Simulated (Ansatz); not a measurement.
# [SF3]+ (SMILES F[S+](F)F): levels of theory compared

Wanted: a comparison of 4 runs (HF/6-31G**, PBE0/def2-SVP, MP2/6-31G*, CCSD/cc-pVDZ) of [SF3]+. 

The results are computed with Ansatz 0.2.0.

13 further runs of the same task are left out: 2 for a known fault of the program, 3 that didn't finish, 8 set aside as unsound or not needed. Runs told in other sessions of the task aren't counted.

**1. The structure to begin with**

The species is [SF3]+ (4 atoms), meant as a singlet with charge +1. SMILES: `F[S+](F)F`. Geometry: relaxed at PBE0-D4/def2-TZVP.

Bond lengths: F1–S2 1.503 Å, S2–F3 1.503 Å, S2–F4 1.503 Å. Angles: F1–S2–F3 99.6°, F1–S2–F4 99.6°, F3–S2–F4 99.6°.

**2. Energy and gradient at HF/6-31G(d,p) (spherical functions) (run 1)**

Input file input.yaml:

```yaml
crystal:
  periodic: [false, false, false]
  atoms:
    - symbol: F
      position_ang: [0.623020, 0.191030, 1.167760]
    - symbol: S
      position_ang: [0.432770, -0.058560, -0.301740]
    - symbol: F
      position_ang: [-0.545420, -1.197460, -0.238600]
    - symbol: F
      position_ang: [-0.510370, 1.064990, -0.627420]
basis:
  gaussian:
    orbitals: 6-31G_st__st_-spherical.json
total_charge: 1
magnetization:
  spin_polarized: false
hamiltonian:
  xc: hf
accuracy: high
output:
  forces: true
  orbitals: {seedname: orbitals}
```

The basis set 6-31G** is read from a file made from the Basis Set Exchange's data (not shown).

Run with:

```console
$ ansatz run input.yaml --threads 1 --pin off --max-ram 3480MiB --events-out events.jsonl --progress --plain --runs-dir runs
```

Standard output:

```text
Warning: RAYON_NUM_THREADS=1 ignored (pool sized by the plan → 1); use --threads N
Functional definition: HF
  name "HF"
  exchange = exact_x
  correlation = 0
1257 factors; integrals over basis functions are off by at most 3.7e-9 eV
mean field evaluation 1: about -18917.5662 eV, gradient 5.6e1 eV
mean field evaluation 2: about -18917.6294 eV, gradient 5.6e1 eV
mean field evaluation 4: about -18922.9043 eV, gradient 2.6e0 eV
mean field evaluation 8: about -18922.9441 eV, gradient 2.5e-1 eV
mean field evaluation 16: about -18922.9445 eV, gradient 1.1e-8 eV
mean field -18922.94452121 eV, -695.4053847219 hartree, gradient 1.1e-8 eV, S^2 0.000000; 0 other end points of the search recorded, 0 dependent functions left out
the calculation of the forces begins
reference -18922.94452121 eV, -695.4053847219 hartree; 21, 21 occupied and 39, 39 virtual orbitals, 1257 factors
Total energy: -18922.94452121 eV, -695.4053847219 hartree
Atom 0 at     0.623020     0.191030     1.167760 Å, force    -0.163792    -0.012928    -0.090230 eV/Å
Atom 1 at     0.432770    -0.058560    -0.301740 Å, force     0.197340    -0.026669    -0.137887 eV/Å
Atom 2 at    -0.545420    -1.197460    -0.238600 Å, force    -0.014588     0.164425     0.089170 eV/Å
Atom 3 at    -0.510370     1.064990    -0.627420 Å, force    -0.018960    -0.124828     0.138947 eV/Å
Dipole moment:     0.372179    -0.050361    -0.259489 e Å
```

Run time: 1.3 s. Hardware: 1 thread of Intel Xeon 6975P-C (Granite Rapids), shared host.

**3. Energy and gradient at PBE0/def2-SVP (run 2)**

Input file in.yaml:

```yaml
crystal:
  periodic: [false, false, false]
  atoms:
    - {symbol: F, position_ang: [0.623020, 0.191030, 1.167760]}
    - {symbol: S, position_ang: [0.432770, -0.058560, -0.301740]}
    - {symbol: F, position_ang: [-0.545420, -1.197460, -0.238600]}
    - {symbol: F, position_ang: [-0.510370, 1.064990, -0.627420]}
basis:
  gaussian:
    orbitals: def2-SVP
total_charge: 1
hamiltonian:
  xc: {name: PBE0}
accuracy: high
output: {forces: true, orbitals: {seedname: orbitals}}
```

Run with:

```console
$ ansatz run in.yaml --threads 1 --pin off --max-ram 3480MiB --events-out events.jsonl --progress --plain --runs-dir runs
```

Standard output (excerpt; [...] marks lines left out):

```text
Warning: RAYON_NUM_THREADS=1 ignored (pool sized by the plan → 1); use --threads N
Functional definition: PBE0
  name "PBE0"
[...]
1164 factors; integrals over basis functions are off by at most 3.8e-9 eV
[...]
mean field -18952.92245993 eV, -696.5070536501 hartree, gradient 2.1e-8 eV, S^2 0.000000; 0 other end points of the search recorded, 0 dependent functions left out
[...]
reference -18952.92246088 eV, -696.5070536852 hartree; 21, 21 occupied and 39, 39 virtual orbitals, 1164 factors
Total energy: -18952.92246088 eV, -696.5070536852 hartree
Atom 0 at     0.623020     0.191030     1.167760 Å, force     0.188462     0.239890     1.412676 eV/Å
Atom 1 at     0.432770    -0.058560    -0.301740 Å, force     1.652645    -0.223593    -1.152603 eV/Å
Atom 2 at    -0.545420    -1.197460    -0.238600 Å, force    -0.937495    -1.098092     0.057247 eV/Å
Atom 3 at    -0.510370     1.064990    -0.627420 Å, force    -0.903612     1.081795    -0.317320 eV/Å
Dipole moment:     0.315323    -0.042668    -0.219847 e Å
```

Run time: 2.1 s. Hardware: 1 thread of Intel Xeon 6975P-C (Granite Rapids), shared host.

**4. Energy and gradient at MP2/6-31G(d) (spherical functions) (run 3)**

Input file molecule.yaml:

```yaml
crystal:
  periodic: [false, false, false]
  atoms:
    - {symbol: F, position_ang: [0.623020, 0.191030, 1.167760]}
    - {symbol: S, position_ang: [0.432770, -0.058560, -0.301740]}
    - {symbol: F, position_ang: [-0.545420, -1.197460, -0.238600]}
    - {symbol: F, position_ang: [-0.510370, 1.064990, -0.627420]}
basis:
  gaussian:
    orbitals: 6-31G_st_-spherical.json
accuracy: high
output:
  forces: true
  orbitals: {seedname: orbitals}
correlation:
  method: mp2
  frozen_orbitals: {F: 1, S: 5}
total_charge: 1
```

The basis set 6-31G* is read from a file made from the Basis Set Exchange's data (not shown).

Run with:

```console
$ ansatz run molecule.yaml --threads 1 --pin off --max-ram 3480MiB --events-out events.jsonl --progress --plain --runs-dir runs
```

Standard output (excerpt; [...] marks lines left out):

```text
Warning: RAYON_NUM_THREADS=1 ignored (pool sized by the plan → 1); use --threads N
[... 2 set-up lines as earlier in the session ...]
[...]
1257 factors; integrals over basis functions are off by at most 3.7e-9 eV
[...]
mean field -18922.94452121 eV, -695.4053847219 hartree, gradient 1.1e-8 eV, S^2 0.000000; 0 other end points of the search recorded, 0 dependent functions left out
8 core orbitals not correlated: weight in the atoms' cores, before any rotation towards them, 1.000 or more for the frozen orbitals, at most 0.000 for the correlated occupied ones
reference -18922.94452121 eV, -695.4053847219 hartree; 13, 13 occupied and 39, 39 virtual orbitals, 1257 factors
second order -17.51690779 eV of doubles, -0.00000000 eV of singles
[...]
Total energy: -18940.46142899 eV, -696.0491192097 hartree
Atom 0 at     0.623020     0.191030     1.167760 Å, force     0.262591     0.312954     1.844522 eV/Å
Atom 1 at     0.432770    -0.058560    -0.301740 Å, force     2.124954    -0.287496    -1.481912 eV/Å
Atom 2 at    -0.545420    -1.197460    -0.238600 Å, force    -1.216005    -1.444057     0.064649 eV/Å
Atom 3 at    -0.510370     1.064990    -0.627420 Å, force    -1.171540     1.418599    -0.427259 eV/Å
Dipole moment:     0.316461    -0.042822    -0.220641 e Å
```

Wall time 2 s (1 thread of Intel Xeon 6975P-C (Granite Rapids), shared host).

**5. Energy and forces at CCSD/cc-pVDZ (run 4)**

Input file molecule.yaml:

```yaml
crystal:
  periodic: [false, false, false]
  atoms:
    - symbol: F
      position_ang: [0.623020, 0.191030, 1.167760]
    - symbol: S
      position_ang: [0.432770, -0.058560, -0.301740]
    - symbol: F
      position_ang: [-0.545420, -1.197460, -0.238600]
    - symbol: F
      position_ang: [-0.510370, 1.064990, -0.627420]
basis:
  gaussian: {orbitals: cc-pVDZ}
total_charge: 1
correlation: {method: ccsd, frozen_orbitals: {F: 1, S: 5}}
accuracy: high
scf: {omitted_lower_state_checks: [cluster_reference, increment]}
output: {forces: true, orbitals: {seedname: orbitals}}
```

Run with:

```console
$ ansatz run molecule.yaml --threads 1 --pin off --max-ram 3480MiB --events-out events.jsonl --progress --plain --runs-dir runs
```

Standard output (excerpt; [...] marks lines left out):

```text
Warning: RAYON_NUM_THREADS=1 ignored (pool sized by the plan → 1); use --threads N
[... 2 set-up lines as earlier in the session ...]
[...]
1256 factors; integrals over basis functions are off by at most 3.8e-9 eV
[...]
mean field -18923.17628225 eV, -695.4139017833 hartree, gradient 2.4e-8 eV, S^2 0.000000; 0 other end points of the search recorded, 0 dependent functions left out
8 core orbitals not correlated: weight in the atoms' cores, before any rotation towards them, 1.000 or more for the frozen orbitals, at most 0.000 for the correlated occupied ones
reference -18923.17628225 eV, -695.4139017833 hartree; 13, 13 occupied and 39, 39 virtual orbitals, 1256 factors
second order -18.98142678 eV of doubles, -0.00000000 eV of singles
cycle   1  -18.64258481 eV  change    3.4e-1 eV  update   1.1e-1
[...]
cycle  20  -19.23387793 eV  change   -1.3e-9 eV  update   1.8e-9
[...]
Total energy: -18942.41016019 eV, -696.1207337601 hartree
Atom 0 at     0.623020     0.191030     1.167760 Å, force     0.343179     0.413938     2.439385 eV/Å
Atom 1 at     0.432770    -0.058560    -0.301740 Å, force     2.818561    -0.381351    -1.965520 eV/Å
Atom 2 at    -0.545420    -1.197460    -0.238600 Å, force    -1.610226    -1.907296     0.088017 eV/Å
Atom 3 at    -0.510370     1.064990    -0.627420 Å, force    -1.551514     1.874708    -0.561882 eV/Å
Dipole moment:     0.344161    -0.046570    -0.239954 e Å
Checks for a lower state left out: cluster_reference, increment
```

It took 7.5 s on 1 thread of Intel Xeon 6975P-C (Granite Rapids), shared host; peak memory 0.28 GiB.

**6. The series**

```
run                             level  frozen core orbitals  energy (Eh)  HOMO energy (eV)  LUMO energy (eV)  HOMO–LUMO gap (eV)  wall time
  1  HF/6-31G** (spherical functions)                     –  -695.405385            -23.33             -4.38               18.95      1.3 s
  2                     PBE0/def2-SVP                     –  -696.507054            -19.26             -8.96               10.30      2.1 s
  3  MP2/6-31G* (spherical functions)                     8  -696.049119            -23.33             -4.38               18.95        2 s
  4                      CCSD/cc-pVDZ                     8  -696.120734            -23.44             -4.51               18.93      7.5 s
```

**7. Results**

| quantity | value |
| --- | --- |
| run 4: total energy | -696.12073 Eh |
| run 4: HOMO energy (Hartree–Fock orbitals) | -23.44 eV |
| run 4: LUMO energy (Hartree–Fock orbitals) | -4.51 eV |
| run 4: HOMO–LUMO gap (Hartree–Fock orbitals) | 18.93 eV |
| run 4: correlation energy (8 core orbitals frozen) | -706.8 mEh |
| run 4: T1 diagnostic | 0.016 |
| run 4: largest force on an atom | 3.457 eV/Å |

All runs together took 13 s, the longest 7.5 s.
